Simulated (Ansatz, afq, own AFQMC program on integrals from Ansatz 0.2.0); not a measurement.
**BN (triplet): quantum Monte Carlo beside coupled cluster at distance B1–N2 = 2.140 Å, 6-31G, part 1 of 2**

How near does AFQMC come to the top of the ladder for BN (triplet)?

Program: Ansatz 0.2.0, Gaussian basis, and an in-house AFQMC program (afq) on its integrals; all values are calculated. Level of theory: 6-31G, frozen cores. These are calculated values, not measurements.

To be run: Full CI; PBE (unrestricted); r2SCAN (unrestricted); PBE0 (unrestricted); B3LYP (unrestricted); wB97M-V (unrestricted); B2PLYP (unrestricted); CCSD(T) on UHF; Full CI; Full CI (quintet); CCSDT(Q) on UHF; CCSDTQ on UHF; Phaseless AFQMC, CISD trial on UHF; Phaseless AFQMC, CISD trial on UHF; Phaseless AFQMC, first-order trial on UHF; CCSD(T) on ROHF; Full CI; CCSDT(Q) on ROHF; CCSDTQ on ROHF; Phaseless AFQMC, CISD trial on ROHF.

7 further runs of the same task are left out: 7 that didn't finish.

## 1. What is computed

The geometry derives from a PBE0/def2-TZVP stationary point (not a proven minimum). One bond is set to the value named and the two fragments are kept rigid.

2 atoms, charge 0, spin multiplicity 3.

Atoms are counted from 1 here; the program's logs count them from 0.

No contacts short enough for the rule that draws bonds.

## 2. Full CI

Input file in.yaml:

```yaml
crystal:
  periodic: [false, false, false]
  atoms:
    - {symbol: B, position_ang: [0.000000, 0.000000, 0.000000]}
    - {symbol: N, position_ang: [0.000000, 0.000000, 2.140000]}
basis:
  gaussian: {orbitals: 6-31G}
magnetization: {spin_polarized: false, initial_magnetization: 2}
correlation: {method: fci, electrons: outside_noble_gas}
```

On the command line:

```console
> ansatz run in.yaml --threads 1 --pin off --events-out ev --progress --plain --max-ram 16896MiB --backend cuda --devices 0, --max-vram 18GiB
```

The log of the run:

```text
Functional definition: HF
  name "HF"
  cite "Fock, Z. Phys. 61, 126 (1930) doi:10.1007/BF01340294"
  parent pbe
  exchange = exact_x
  correlation = 0
405 factors; integrals over basis functions are off by at most 7.4e-8 eV
mean field evaluation 1: about -2141.9661 eV, gradient 2.0e1 eV
mean field evaluation 2: about -2141.9666 eV, gradient 2.0e1 eV
mean field evaluation 4: about -2144.3844 eV, gradient 3.2e0 eV
mean field evaluation 8: about -2144.7825 eV, gradient 4.0e-1 eV
mean field evaluation 16: about -2144.7863 eV, gradient 3.0e-6 eV
mean field evaluation 32: about -2137.7458 eV, gradient 6.9e-2 eV
mean field evaluation 64: about -2141.4990 eV, gradient 7.0e0 eV
mean field evaluation 96: about -2143.2795 eV, gradient 1.4e1 eV
mean field evaluation 128: about -2144.7819 eV, gradient 3.0e-1 eV
mean field -2146.23073099 eV, -78.8725245965 hartree, gradient 3.2e-6 eV, S^2 2.000000; 11 other end points of the search recorded, 0 dependent functions left out
mean field evaluation 160: about -2141.9360 eV, gradient 1.8e1 eV
determinant -2146.23073099 eV, -78.8725245965 hartree, with singles and doubles -2150.10537093 eV, -79.0149149881 hartree
determinant -2144.78634026 eV, -78.8194442161 hartree, with singles and doubles -2149.08685858 eV, -78.9774853493 hartree
unrestricted determinant -2146.97696146 eV, -78.8999480605 hartree, S^2 2.6671
2 core orbitals not correlated: weight in the atoms' cores, before any rotation towards them, 1.000 or more for the frozen orbitals, at most 0.000 for the correlated occupied ones
reference -2146.23073099 eV, -78.8725245965 hartree; 5, 3 occupied and 11, 13 virtual orbitals, 405 factors
state -2150.25534955 eV, -79.0204266005 hartree
Total energy: -2150.25534955 eV, -79.0204266005 hartree
```

Run time: 30 s. Hardware: 1 × NVIDIA H100 80GB HBM3 with 1 thread of AMD EPYC 7R13 (Zen 3), shared host.

From the report: 827,648 determinants, symmetry A2.

## 3. PBE (unrestricted)

Input file in.yaml:

```yaml
crystal:
  periodic: [false, false, false]
  atoms:
    - {symbol: B, position_ang: [0.000000, 0.000000, 0.000000]}
    - {symbol: N, position_ang: [0.000000, 0.000000, 2.140000]}
basis:
  gaussian: {orbitals: 6-31G}
magnetization: {spin_polarized: true, initial_magnetization: 2}
hamiltonian: {xc: {name: PBE}}
output: {orbitals: {seedname: orbitals}}
```

On the command line:

```console
> ansatz run in.yaml --threads 1 --pin off --events-out ev --progress --plain --max-ram 5632MiB --backend cpu
```

The log of the run:

```text
Functional definition: PBE
  name "PBE"
  cite "Perdew, Burke & Ernzerhof, Phys. Rev. Lett. 77, 3865 (1996) doi:10.1103/PhysRevLett.77.3865"
  parent pbe
  parameter kappa = 0.804
  parameter beta = 0.06672455060314922
  exchange = pbe_x(kappa = kappa, mu = beta*pi^2/3)
  correlation = pbe_c(beta = beta)
258 factors; integrals over basis functions are off by at most 1.1e-4 eV
mean field evaluation 1: about -2145.1461 eV, gradient 3.5e1 eV
mean field evaluation 2: about -2000.7961 eV, gradient 1.0e2 eV
mean field evaluation 4: about -2154.5870 eV, gradient 1.4e0 eV
mean field evaluation 8: about -2154.6464 eV, gradient 8.8e-2 eV
mean field evaluation 16: about -2154.6466 eV, gradient 1.8e-5 eV
mean field evaluation 32: about -2154.0711 eV, gradient 2.2e-1 eV
mean field -2154.64657122 eV, -79.1818010204 hartree, gradient 1.2e-5 eV, S^2 2.027943; 6 other end points of the search recorded, 0 dependent functions left out
reference -2154.64659062 eV, -79.1818017334 hartree; 7, 5 occupied and 11, 13 virtual orbitals, 258 factors
Total energy: -2154.64659062 eV, -79.1818017334 hartree
```

Wall time 0.54 s (1 thread of AMD EPYC 7R13 (Zen 3), shared host).

From the report: ⟨S²⟩ of the determinant 2.028 (pure triplet: 2.00).

## 4. r2SCAN (unrestricted)

in.yaml, as its differences from that of step 3:

```diff
@@ -8,3 +8,2 @@
 magnetization: {spin_polarized: true, initial_magnetization: 2}
-hamiltonian: {xc: {name: PBE}}
-output: {orbitals: {seedname: orbitals}}
+hamiltonian: {xc: {name: r2SCAN}}
```

The command is unchanged.

The log of the run (excerpt; [...] marks lines left out):

```text
Functional definition: r2SCAN
  name "r2SCAN"
  cite "Furness, Kaplan, Ning, Perdew & Sun, J. Phys. Chem. Lett. 11, 8208 (2020) doi:10.1021/acs.jpclett.0c02405"
  cite "Furness, Kaplan, Ning, Perdew & Sun, J. Phys. Chem. Lett. 11, 9248 (2020) doi:10.1021/acs.jpclett.0c03077"
  parent r2scan
[...]
258 factors; integrals over basis functions are off by at most 1.1e-4 eV
[...]
mean field -2156.18308578 eV, -79.2382668889 hartree, gradient 3.4e-6 eV, S^2 2.078516; 5 other end points of the search recorded, 0 dependent functions left out
reference -2156.18309100 eV, -79.2382670810 hartree; 7, 5 occupied and 11, 13 virtual orbitals, 258 factors
Total energy: -2156.18309100 eV, -79.2382670810 hartree
```

Wall time 1.4 s (1 thread of AMD EPYC 7R13 (Zen 3), shared host).

From the report: ⟨S²⟩ of the determinant 2.079 (pure triplet: 2.00).

## 5. PBE0 (unrestricted)

in.yaml, as its differences from that of step 4:

```diff
@@ -8,2 +8,3 @@
 magnetization: {spin_polarized: true, initial_magnetization: 2}
-hamiltonian: {xc: {name: r2SCAN}}
+hamiltonian: {xc: {name: PBE0}}
+output: {orbitals: {seedname: orbitals}}
```

The command is unchanged.

The log of the run (excerpt; [...] marks lines left out):

```text
Functional definition: PBE0
  name "PBE0"
  cite "Adamo & Barone, J. Chem. Phys. 110, 6158 (1999) doi:10.1063/1.478522"
  cite "Perdew, Burke & Ernzerhof, Phys. Rev. Lett. 77, 3865 (1996) doi:10.1103/PhysRevLett.77.3865"
  parent pbe
[...]
258 factors; integrals over basis functions are off by at most 1.1e-4 eV
[...]
mean field -2154.71186851 eV, -79.1842006514 hartree, gradient 5.9e-6 eV, S^2 2.074745; 4 other end points of the search recorded, 0 dependent functions left out
reference -2154.71188280 eV, -79.1842011766 hartree; 7, 5 occupied and 11, 13 virtual orbitals, 258 factors
Total energy: -2154.71188280 eV, -79.1842011766 hartree
```

Run time: 0.66 s. Hardware: 1 thread of AMD EPYC 7R13 (Zen 3), shared host.

From the report: ⟨S²⟩ of the determinant 2.075 (pure triplet: 2.00).

## 6. B3LYP (unrestricted)

in.yaml, as its differences from that of step 5:

```diff
@@ -8,3 +8,2 @@
 magnetization: {spin_polarized: true, initial_magnetization: 2}
-hamiltonian: {xc: {name: PBE0}}
-output: {orbitals: {seedname: orbitals}}
+hamiltonian: {xc: {name: B3LYP}}
```

Launched as before.

The log of the run (excerpt; [...] marks lines left out):

```text
Functional definition: B3LYP
  name "B3LYP"
  cite "Stephens, Devlin, Chabalowski & Frisch, J. Phys. Chem. 98, 11623 (1994) doi:10.1021/j100096a001"
  cite "Becke, Phys. Rev. A 38, 3098 (1988) doi:10.1103/PhysRevA.38.3098"
  cite "Lee, Yang & Parr, Phys. Rev. B 37, 785 (1988) doi:10.1103/PhysRevB.37.785"
  cite "Vosko, Wilk & Nusair, Can. J. Phys. 58, 1200 (1980) doi:10.1139/p80-159"
[...]
258 factors; integrals over basis functions are off by at most 1.1e-4 eV
[...]
mean field -2157.62582409 eV, -79.2912865440 hartree, gradient 1.3e-5 eV, S^2 2.058247; 4 other end points of the search recorded, 0 dependent functions left out
reference -2157.62598085 eV, -79.2912923046 hartree; 7, 5 occupied and 11, 13 virtual orbitals, 258 factors
Total energy: -2157.62598085 eV, -79.2912923046 hartree
```

Run time: 0.54 s. Hardware: 1 thread of AMD EPYC 7R13 (Zen 3), shared host.

From the report: ⟨S²⟩ of the determinant 2.058 (pure triplet: 2.00).

## 7. wB97M-V (unrestricted)

in.yaml, as its differences from that of step 6:

```diff
@@ -8,2 +8,3 @@
 magnetization: {spin_polarized: true, initial_magnetization: 2}
-hamiltonian: {xc: {name: B3LYP}}
+hamiltonian: {xc: {name: wB97M-V}}
+output: {orbitals: {seedname: orbitals}}
```

Same command.

The log of the run (excerpt; [...] marks lines left out):

```text
Functional definition: wB97M-V
  name "wB97M-V"
  cite "Mardirossian & Head-Gordon, J. Chem. Phys. 144, 214110 (2016) doi:10.1063/1.4952647"
  cite "Becke, J. Chem. Phys. 107, 8554 (1997) doi:10.1063/1.475007"
  cite "Vydrov & Van Voorhis, J. Chem. Phys. 133, 244103 (2010) doi:10.1063/1.3521275"
  # Of w^i u^j: cxij and so on, Table III.
[...]
  gx(w, u) = 1 - cx + cx01*u + cx10*w
  gss(w, u) = css00 + css04*u^4 + css10*w + css20*w^2 + css43*w^4*u^3
  gos(w, u) = cos00 + cos10*w + (cos20 + cos21*u)*w^2 + (cos60 + cos61*u)*w^6
[...]
      + integral(e_c_pw_mod_opposite_spin*gos(b97_w_opposite, b97_u_opposite)) + vv10(b, c)
258 factors; integrals over basis functions are off by at most 1.1e-4 eV
78 factors; integrals over basis functions are off by at most 1.0e-5 eV
[...]
mean field -2156.80686530 eV, -79.2611903637 hartree, gradient 1.7e-5 eV, S^2 2.078980; 2 other end points of the search recorded, 0 dependent functions left out
reference -2156.80688562 eV, -79.2611911103 hartree; 7, 5 occupied and 11, 13 virtual orbitals, 258 factors
Total energy: -2156.80688562 eV, -79.2611911103 hartree
```

Wall time 1.4 s (1 thread of AMD EPYC 7R13 (Zen 3), shared host).

From the report: ⟨S²⟩ of the determinant 2.079 (pure triplet: 2.00).

## 8. B2PLYP (unrestricted)

in.yaml, as its differences from that of step 7:

```diff
@@ -8,3 +8,3 @@
 magnetization: {spin_polarized: true, initial_magnetization: 2}
-hamiltonian: {xc: {name: wB97M-V}}
-output: {orbitals: {seedname: orbitals}}
+hamiltonian: {xc: {name: B2PLYP}}
+correlation: {electrons: outside_noble_gas}
```

Launched as before.

The log of the run (excerpt; [...] marks lines left out):

```text
Functional definition: B2PLYP
  name "B2PLYP"
  cite "Grimme, J. Chem. Phys. 124, 034108 (2006) doi:10.1063/1.2148954"
  cite "Becke, Phys. Rev. A 38, 3098 (1988) doi:10.1103/PhysRevA.38.3098"
  cite "Lee, Yang & Parr, Phys. Rev. B 37, 785 (1988) doi:10.1103/PhysRevB.37.785"
[...]
258 factors; integrals over basis functions are off by at most 1.1e-4 eV
[...]
mean field -2153.94257033 eV, -79.1559294651 hartree, gradient 1.5e-6 eV, S^2 2.222668; 6 other end points of the search recorded, 0 dependent functions left out
2 core orbitals not correlated: weight in the atoms' cores, before any rotation towards them, 1.000 or more for the frozen orbitals, at most 0.000 for the correlated occupied ones
reference -2153.94266916 eV, -79.1559330967 hartree; 5, 3 occupied and 11, 13 virtual orbitals, 258 factors
second order -3.20061043 eV of doubles, -0.00000000 eV of singles
Total energy: -2154.80683397 eV, -79.1876905679 hartree
```

Wall time 1.1 s (1 thread of AMD EPYC 7R13 (Zen 3), shared host).

From the report: ⟨S²⟩ of the determinant 2.223 (pure triplet: 2.00).

## 9. CCSD(T) on UHF

in.yaml, as its differences from that of step 8:

```diff
@@ -8,3 +8,2 @@
 magnetization: {spin_polarized: true, initial_magnetization: 2}
-hamiltonian: {xc: {name: B2PLYP}}
-correlation: {electrons: outside_noble_gas}
+correlation: {method: ccsd_t, electrons: outside_noble_gas, hamiltonian_folder: ham}
```

On the command line:

```console
> ansatz run in.yaml --threads 1 --pin off --events-out ev --progress --plain --max-ram 16896MiB --backend cuda --devices 0, --max-vram 18GiB
```

The log of the run (excerpt; [...] marks lines left out):

```text
Functional definition: HF
  name "HF"
  cite "Fock, Z. Phys. 61, 126 (1930) doi:10.1007/BF01340294"
  parent pbe
[...]
258 factors; integrals over basis functions are off by at most 1.1e-4 eV
[...]
mean field -2146.97694225 eV, -78.8999473545 hartree, gradient 3.5e-6 eV, S^2 2.667061; 19 other end points of the search recorded, 0 dependent functions left out
determinant -2146.97694225 eV, -78.8999473545 hartree, with singles and doubles -2150.03826659 eV, -79.0124489488 hartree
determinant -2146.95953132 eV, -78.8993075147 hartree, with singles and doubles -2150.11030528 eV, -79.0150963221 hartree
determinant -2146.87445212 eV, -78.8961809117 hartree, with singles and doubles -2149.34530136 eV, -78.9869829464 hartree
determinant -2145.21920561 eV, -78.8353517242 hartree, with singles and doubles -2148.87104710 eV, -78.9695544237 hartree
determinant -2144.92563891 eV, -78.8245633470 hartree, with singles and doubles -2147.94872284 eV, -78.9356596324 hartree
determinant -2144.88491216 eV, -78.8230666666 hartree, with singles and doubles -2147.77941155 eV, -78.9294375573 hartree
determinant -2146.97694225 eV, -78.8999473545 hartree, with singles and doubles -2150.13375250 eV, -79.0159579915 hartree
determinant -2146.95953132 eV, -78.8993075147 hartree, with singles and doubles -2150.13280414 eV, -79.0159231399 hartree
2 core orbitals not correlated: weight in the atoms' cores, before any rotation towards them, 1.000 or more for the frozen orbitals, at most 0.000 for the correlated occupied ones
reference -2146.97694225 eV, -78.8999473545 hartree; 5, 3 occupied and 11, 13 virtual orbitals, 258 factors
second order -1.80469207 eV of doubles, -0.00000000 eV of singles
cycle   1  -3.15680696 eV  change    3.3e-6 eV  update   4.4e-6
perturbative correction -0.07803665 eV, -0.0028677940 hartree
Total energy: -2150.21178587 eV, -79.0188256647 hartree
```

Run time: 58 s. Hardware: 1 × NVIDIA H100 80GB HBM3 with 1 thread of AMD EPYC 7R13 (Zen 3), shared host.

From the report: ⟨S²⟩ of the determinant 2.667 (pure triplet: 2.00); correlation -3.2348 eV; T1 0.129; largest double amplitude 0.15. The determinant is far from a pure spin state, so its energy mixes those of several spin states (harmless only where they are near-degenerate, as at dissociation).

This run also writes the integrals to the folder ham.

## 10. Full CI

Input file in.yaml:

```yaml
hamiltonian:
  integrals:
    folder: ../ham
correlation: {method: fci}
```

Same command.

The log of the run:

```text
Functional definition: HF
  name "HF"
  cite "Fock, Z. Phys. 61, 126 (1930) doi:10.1007/BF01340294"
  parent pbe
  exchange = exact_x
  correlation = 0
reference -2146.97694225 eV, -78.8999473545 hartree; 5, 3 occupied and 11, 13 virtual orbitals, 258 factors
state -2150.25592920 eV, -79.0204479025 hartree
Total energy: -2150.25592920 eV, -79.0204479025 hartree
```

Run time: 16 s. Hardware: 1 × NVIDIA H100 80GB HBM3 with 1 thread of AMD EPYC 7R13 (Zen 3), shared host.

From the report: 2,446,080 determinants.

## 11. Full CI (quintet)

Input file in.yaml:

```yaml
crystal:
  periodic: [false, false, false]
  atoms:
    - {symbol: B, position_ang: [0.000000, 0.000000, 0.000000]}
    - {symbol: N, position_ang: [0.000000, 0.000000, 2.140000]}
basis:
  gaussian: {orbitals: 6-31G}
magnetization: {spin_polarized: false, initial_magnetization: 4}
correlation: {method: fci, electrons: outside_noble_gas}
```

Same command.

The log of the run (excerpt; [...] marks lines left out):

```text
Functional definition: HF
  name "HF"
  cite "Fock, Z. Phys. 61, 126 (1930) doi:10.1007/BF01340294"
  parent pbe
[...]
406 factors; integrals over basis functions are off by at most 6.7e-8 eV
[...]
mean field -2146.49918174 eV, -78.8823899796 hartree, gradient 6.1e-6 eV, S^2 6.000000; 11 other end points of the search recorded, 0 dependent functions left out
[...]
2 core orbitals not correlated: weight in the atoms' cores, before any rotation towards them, 1.000 or more for the frozen orbitals, at most 0.000 for the correlated occupied ones
reference -2146.49918174 eV, -78.8823899796 hartree; 6, 2 occupied and 10, 14 virtual orbitals, 406 factors
state -2149.06792812 eV, -78.9767896679 hartree
Total energy: -2149.06792812 eV, -78.9767896679 hartree
```

It took 28 s on 1 × NVIDIA H100 80GB HBM3 with 1 thread of AMD EPYC 7R13 (Zen 3), shared host.

From the report: 240,128 determinants, symmetry B1.

## 12. CCSDT(Q) on UHF

Input file in.yaml:

```yaml
crystal:
  periodic: [false, false, false]
  atoms:
    - {symbol: B, position_ang: [0.000000, 0.000000, 0.000000]}
    - {symbol: N, position_ang: [0.000000, 0.000000, 2.140000]}
basis:
  gaussian: {orbitals: 6-31G}
magnetization: {spin_polarized: true, initial_magnetization: 2}
correlation: {method: ccsdt_q, electrons: outside_noble_gas}
```

Launched as before.

The log of the run (excerpt; [...] marks lines left out):

```text
Functional definition: HF
  name "HF"
  cite "Fock, Z. Phys. 61, 126 (1930) doi:10.1007/BF01340294"
  parent pbe
[...]
405 factors; integrals over basis functions are off by at most 7.4e-8 eV
[...]
mean field -2146.97696147 eV, -78.8999480607 hartree, gradient 3.6e-6 eV, S^2 2.667065; 20 other end points of the search recorded, 0 dependent functions left out
determinant -2146.97696147 eV, -78.8999480607 hartree, with singles and doubles -2150.03828187 eV, -79.0124495103 hartree
determinant -2146.95955061 eV, -78.8993082236 hartree, with singles and doubles -2150.11031951 eV, -79.0150968450 hartree
determinant -2146.87447106 eV, -78.8961816076 hartree, with singles and doubles -2149.34532815 eV, -78.9869839308 hartree
determinant -2145.21926959 eV, -78.8353540757 hartree, with singles and doubles -2148.87109095 eV, -78.9695560352 hartree
determinant -2144.92570543 eV, -78.8245657918 hartree, with singles and doubles -2147.94877522 eV, -78.9356615573 hartree
determinant -2144.88499049 eV, -78.8230695452 hartree, with singles and doubles -2147.77948610 eV, -78.9294402971 hartree
determinant -2146.97696147 eV, -78.8999480607 hartree, with singles and doubles -2150.13376886 eV, -79.0159585926 hartree
determinant -2146.95955061 eV, -78.8993082236 hartree, with singles and doubles -2150.13282027 eV, -79.0159237326 hartree
2 core orbitals not correlated: weight in the atoms' cores, before any rotation towards them, 1.000 or more for the frozen orbitals, at most 0.000 for the correlated occupied ones
reference -2146.97696147 eV, -78.8999480607 hartree; 5, 3 occupied and 11, 13 virtual orbitals, 405 factors
second order -1.80469395 eV of doubles, -0.00000000 eV of singles
cycle   1  -2.26884266 eV  change   -4.6e-1 eV  update   8.9e-2
[...]
cycle  52  -3.27052662 eV  change   -4.3e-7 eV  update   3.2e-7
perturbative correction -0.01075826 eV, -0.0003953589 hartree
Total energy: -2150.25824635 eV, -79.0205330559 hartree
```

Run time: 36 s. Hardware: 1 × NVIDIA H100 80GB HBM3 with 1 thread of AMD EPYC 7R13 (Zen 3), shared host.

From the report: ⟨S²⟩ of the determinant 2.667 (pure triplet: 2.00); correlation -3.2813 eV; T1 0.133; largest double amplitude 0.17. The determinant is far from a pure spin state, so its energy mixes those of several spin states (harmless only where they are near-degenerate, as at dissociation).

## 13. CCSDTQ on UHF

in.yaml, as its differences from that of step 12:

```diff
@@ -8,2 +8,2 @@
 magnetization: {spin_polarized: true, initial_magnetization: 2}
-correlation: {method: ccsdt_q, electrons: outside_noble_gas}
+correlation: {method: ccsdtq, electrons: outside_noble_gas}
```

Same command.

The log of the run (excerpt; [...] marks lines left out):

```text
Functional definition: HF
  name "HF"
  cite "Fock, Z. Phys. 61, 126 (1930) doi:10.1007/BF01340294"
  parent pbe
[...]
405 factors; integrals over basis functions are off by at most 7.4e-8 eV
[...]
mean field -2146.97696147 eV, -78.8999480607 hartree, gradient 3.6e-6 eV, S^2 2.667065; 20 other end points of the search recorded, 0 dependent functions left out
determinant -2146.97696147 eV, -78.8999480607 hartree, with singles and doubles -2150.03828187 eV, -79.0124495103 hartree
determinant -2146.95955061 eV, -78.8993082236 hartree, with singles and doubles -2150.11031951 eV, -79.0150968450 hartree
determinant -2146.87447106 eV, -78.8961816076 hartree, with singles and doubles -2149.34532815 eV, -78.9869839308 hartree
determinant -2145.21926959 eV, -78.8353540757 hartree, with singles and doubles -2148.87109095 eV, -78.9695560352 hartree
determinant -2144.92570543 eV, -78.8245657918 hartree, with singles and doubles -2147.94877522 eV, -78.9356615573 hartree
determinant -2144.88499049 eV, -78.8230695452 hartree, with singles and doubles -2147.77948610 eV, -78.9294402971 hartree
determinant -2146.97696147 eV, -78.8999480607 hartree, with singles and doubles -2150.13376886 eV, -79.0159585926 hartree
determinant -2146.95955061 eV, -78.8993082236 hartree, with singles and doubles -2150.13282027 eV, -79.0159237326 hartree
2 core orbitals not correlated: weight in the atoms' cores, before any rotation towards them, 1.000 or more for the frozen orbitals, at most 0.000 for the correlated occupied ones
reference -2146.97696147 eV, -78.8999480607 hartree; 5, 3 occupied and 11, 13 virtual orbitals, 405 factors
second order -1.80469395 eV of doubles, -0.00000000 eV of singles
cycle   1  -2.26884379 eV  change   -4.6e-1 eV  update   8.9e-2
[...]
cycle  57  -3.27889384 eV  change   -1.8e-7 eV  update   9.3e-7
Total energy: -2150.25585531 eV, -79.0204451868 hartree
```

Wall time 25 s (1 × NVIDIA H100 80GB HBM3 with 1 thread of AMD EPYC 7R13 (Zen 3), shared host).

From the report: ⟨S²⟩ of the determinant 2.667 (pure triplet: 2.00); correlation -3.2789 eV; T1 0.134; largest double amplitude 0.17. The determinant is far from a pure spin state, so its energy mixes those of several spin states (harmless only where they are near-degenerate, as at dissociation).

(Continued in part 2 of 2.)
